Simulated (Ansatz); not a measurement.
This geometry of C2H4N (7 atoms, charge 0, multiplicity 2) is a first-order saddle point.

Computed with UKS PBE0/def2-SVP (Ansatz 0.2.0).

```xyz
7
Properties=species:S:1:pos:R:3
C -0.869 0.283 -0.349
C 0.404 0.206 0.056
N 1.240 -0.898 0.015
H -1.408 -0.593 -0.718
H -1.390 1.241 -0.334
H 0.923 1.123 0.389
H 1.162 -1.429 0.895
```

(1) Which two structures does it join? (They come from a converged band through this point; their orientation in space is the band's.)

(2) How far does it lie above each of them?

Results:

(1) No bond is made or broken. The dihedral C1–C2–N3–H7 goes from 180 to 0°.

Image 0:

```xyz
7
Properties=species:S:1:pos:R:3
C -0.915 0.322 -0.413
C 0.338 0.080 0.167
N 0.826 -1.133 0.238
H -1.489 -0.519 -0.812
H -1.329 1.330 -0.475
H 0.885 0.958 0.558
H 1.745 -1.106 0.692
```

Image 10:

```xyz
7
Properties=species:S:1:pos:R:3
C -0.779 0.249 -0.356
C 0.479 0.283 0.265
N 1.263 -0.736 0.507
H -1.207 -0.698 -0.698
H -1.360 1.161 -0.514
H 0.854 1.268 0.586
H 0.811 -1.595 0.166
```

(2) 0.75 eV above the first and 0.73 eV above the second. This is the barrier of this one path; another mechanism may lie lower.

Time of the run: 92 s on 1 thread of Intel(R) Xeon(R) 6975P-C (Granite Rapids) (shared host), peak memory 0.15 GiB.
